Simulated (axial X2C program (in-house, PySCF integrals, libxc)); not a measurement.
# Potential curves of NaAl⁺, 2c

Calculated with an axial X2C code built on PySCF integrals. Two-component (2c) means X2C with spin–orbit coupling and atomic mean-field two-electron Coulomb and Gaunt terms. Basis: Al dyall-v3z [8s8p2d1f], Na dyall-cv3z [9s8p5d2f] (cores contracted in-house); Gaussian nuclei, density fitting, unrestricted open shells. Masses: Al 26.982 u, Na 22.990 u.

State: Ω = 1/2 (⟨Sz⟩ = 0.50, ⟨Lz⟩ = 0.00 at HF). Energies in cm⁻¹ from the fragments at the same level (Al + Na+). Fits are polynomials in 1 − R0/R over 0.85 to 1.23 times the lowest point R0.

| R (Å) | HF | CCSD |
| --- | --- | --- |
| 2.9362 | -5809 |  |
| 3.0713 | -6474 | -6793 |
| 3.1725 | -6781 | -7021 |
| 3.2737 | -6961 | -7133 |
| 3.3750 | -7041 | -7155 |
| 3.4931 | -7037 | -7092 |
| 3.6113 | -6951 | -6956 |
| 3.7631 | -6751 | -6705 |
| 3.9487 | -6410 |  |
| 4.2188 | -5798 |  |

Correlated methods: 11 electrons correlated (number of frozen shells: Al 2 s, 1 p; Na 1 s), 193 virtual spin orbitals or spinors in MP2, 90 natural virtuals in coupled cluster.

The state is one determinant whose occupation by symmetry is held fixed; it was picked as the lowest of a PBE0 search that is not exhaustive. Dissociation energies refer to the lowest single-determinant-based atoms at the same level and basis. CCSD ran in a truncated set of natural virtual spinors with an MP2 remainder; without triples it tends to underbind. In 2c an atomic determinant is not the ground J level, so De misses part of the atomic spin–orbit lowering. This holds for CCSD. Coupled cluster ran on the points near the minimum only. MP2 and coupled cluster on one determinant become unreliable at the stretched end.

(1) What are Re, ωe and De at the HF level?

(2) What are Re, ωe and De at the CCSD level?

## Answers

(1) At HF, 2c: Re = 3.427 Å, ωe ≈ 136 cm⁻¹, De = 0.87 eV to Al + Na+; Be follows as 0.116 cm⁻¹.

(2) At CCSD, 2c: Re = 3.352 Å, ωe ≈ 141 cm⁻¹, De = 0.89 eV to Al + Na+; Be follows as 0.121 cm⁻¹.
